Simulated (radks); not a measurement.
# Al³⁺ in [He] 2s1 2p6 3s1: an all-electron calculation

Aim: the levels, the sizes of the orbitals and the parts of the energy of the aluminium ion Al3+.

The numbers are computed with radks (a radial shooting solver on a logarithmic mesh, Libxc functionals) version 1 (scalar-relativistic Kohn-Sham, BLYP, spin-polarised, spherical densities, finite nucleus; open shells are filled with parallel spins first), except any that are marked as measured or tabulated.

## 1. The atom as given

* element: aluminium (Z = 13)
* charge: +3
* electrons: 10
* configuration: [He] 2s1 2p6 3s1
* nuclear rms radius: 3.061 fm

The outer shells:

Al³⁺
```
[He] core
2s [↑ ]
2p [↑↓][↑↓][↑↓]
3s [↑ ]
```

## 2. The calculation

Input:

```text
Z 13
configuration [He] 2s1 2p6 3s1 3p0 4s0 3d0 4f0
relativity scalar-relativistic
functional b88,lyp
spin polarised
nucleus finite rms 3.061 fm
c 137.035999084
```

Command:

```sh
$ python run_ks.py task.json out
```

This one command runs every case of the session in turn.

Q: Predict the outcome of this run.

As calculated:

```
                        quantity                   value
                    total energy      -236.68607 hartree
exchange-correlation share of it                  7.21 %
                            −T/E                  1.0021
          highest occupied level       3s up, -38.876 eV
    most extended occupied level  3s up, <r> = 1.90 bohr
 radius at density 0.001 e/bohr³               3.08 bohr
    maxima of the radial density                       2
```

**Reading.** 3 principal shells are occupied and 2 maxima appear in the radial density; where shells overlap, one shows as a shoulder or not at all. −T/E is 1.002: with relativity the kinetic term as defined here no longer equals −E. This is not the tabulated ground configuration, so its levels and sizes aren't those of the ground state, and no measured value stands beside it.
